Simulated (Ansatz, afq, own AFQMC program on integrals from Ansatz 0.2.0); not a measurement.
Atomization energy of Al₂H₄, singlet, worked out

| atom | x (Å) | y (Å) | z (Å) |
| --- | --- | --- | --- |
| Al | 0.0000 | 0.0000 | 1.3086 |
| Al | 0.0000 | 0.0000 | -1.3086 |
| H | 0.0000 | 1.3533 | 2.1524 |
| H | 0.0000 | -1.3533 | 2.1524 |
| H | 0.0000 | 1.3533 | -2.1524 |
| H | 0.0000 | -1.3533 | -2.1524 |

Connectivity, by distances: AlH2–AlH2.

Basis cc-pVDZ. Noble-gas cores (and the filled d shells of Ga–Kr and In–Xe) are frozen. Integrals, coupled cluster, full CI and functionals: Ansatz 0.2.0; the random walks run on the same integrals in our own AFQMC program. The CISD trial takes its coefficients from CCSD amplitudes. Released means that phaseless walkers are propagated on without the constraint, phases kept. Error bars are statistical, one sigma.

Total energies in eV. CBS is CCSD(T) at the limit of def2-TZVPP/QZVPP (extrapolated itself); the highest rung of each member is named.

```csv
member,count,CCSD(T)/cc-pVDZ,highest rung in cc-pVDZ,which,CCSD(T)/CBS
Al (doublet),+2,-6583.0131,-6583.0229,FCI,-6583.4221
H (doublet),+4,-13.5861,-13.5861,FCI,-13.6059
"Al₂H₄, singlet",-1,-13232.7989,-13232.8269,CCSDT(Q),-13234.9082
```

Problem. Work out the best estimate of the atomization energy: the CCSD(T)/CBS difference plus the step from CCSD(T) to the highest rung.

Solution. Sums with the counts: CCSD(T)/CBS 13.6404 eV, highest rung 12.4367 eV, CCSD(T)/cc-pVDZ 12.4283 eV. The step is 12.4367 − 12.4283 = 0.0084 eV, so the best estimate is 13.6404 + (0.0084) = 13.6488 eV. The basis set is worth 1.212 eV of it. Zero-point, core-correlation and spin–orbit terms aren't in it. Past Ne the Hartree–Fock part of each CBS total tends to overshoot, since the cores don't follow the formula; that largely cancels in the difference.

Best estimates are given only where the step beyond CCSD(T) is under 0.3 eV and no member's determinant is very poor (T1 over 0.05, or 0.07 for open shells, ⟨S²⟩ too high by 0.3, two states mixed), so the hardest cases are missing from such tables.

CCSDT and higher add their correlation energy to the determinant of the CCSD(T) run, since their own runs factorise the integrals more tightly (a shift of under 2 meV). Each member of a difference takes its own highest rung, so a best estimate needn't equal the limit plus the step of one row.
